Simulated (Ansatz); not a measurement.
Results of PBEsol+SOC in Ansatz (plane waves, PAW) for TlGaTe2 (I4/mcm, No. 140).

Run with plane-wave cutoff 520 eV, 6×6×6 k mesh, Fermi–Dirac smearing 0.01 eV, PAW data made under PBE.

Cell (measured lattice):

```cif
data_Ga2Te4Tl2
_chemical_formula_sum 'Ga2 Te4 Tl2'
_space_group_name_H-M_alt 'P 1'
_space_group_IT_number 1
_cell_length_a 6.87794
_cell_length_b 6.87794
_cell_length_c 6.87794
_cell_angle_alpha 104.422
_cell_angle_beta 104.422
_cell_angle_gamma 120.124
loop_
_space_group_symop_operation_xyz
  'x, y, z'
loop_
_atom_site_label
_atom_site_type_symbol
_atom_site_fract_x
_atom_site_fract_y
_atom_site_fract_z
_atom_site_occupancy
Ga1 Ga 0.75000 0.25000 0.50000 1
Ga2 Ga 0.25000 0.75000 0.50000 1
Te1 Te 0.67000 0.17000 0.84000 1
Te2 Te 0.17000 0.33000 0.50000 1
Te3 Te 0.33000 0.83000 0.16000 1
Te4 Te 0.83000 0.67000 0.50000 1
Tl1 Tl 0.25000 0.25000 0.00000 1
Tl2 Tl 0.75000 0.75000 0.00000 1
```

Task: Estimate the band gap, smallest direct gap on the k points sampled and Γ–Γ gap that the calculation returns.

Result: 
- band gap = 0.18 eV (indirect)
- smallest direct gap on the k points sampled = 0.22 eV
- Γ–Γ gap = 2.76 eV

Measured, for comparison: band gap 0.84 eV (temperature not stated, not corrected to a static lattice, thermal gap, our sources range from 0.84 to 1.20; as tabulated in arXiv:0804.1639). Computed (rounded) less measured: band gap not scored (sources differ).

Note: cell and atoms aren't relaxed at this level (pressure -0.8 GPa).

The computed numbers hold no vibrational or temperature effects.

Ansatz is a program for electronic structure.
